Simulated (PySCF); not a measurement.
Results of evGW@PBE (PySCF, GTH pseudopotentials, Gaussian basis) for rock-salt LiCl.

The same calculation (at the measured cell, 16.974 Å³/atom) with different numerical settings; throughout: k mesh 2×2×2:

```
run  basis  gap over the k-points evaluated (eV)   rough time
---  -----  ------------------------------------  -----------
1       DZ                                 9.830   4 core-min
2       TZ                                 9.569  10 core-min
3       QZ                                 9.552  40 core-min
```

In the column gap over the k-points evaluated (eV) the first row differs from the last by +0.278 and the next to last by +0.017.

The last row is no converged limit: other settings stay fixed.
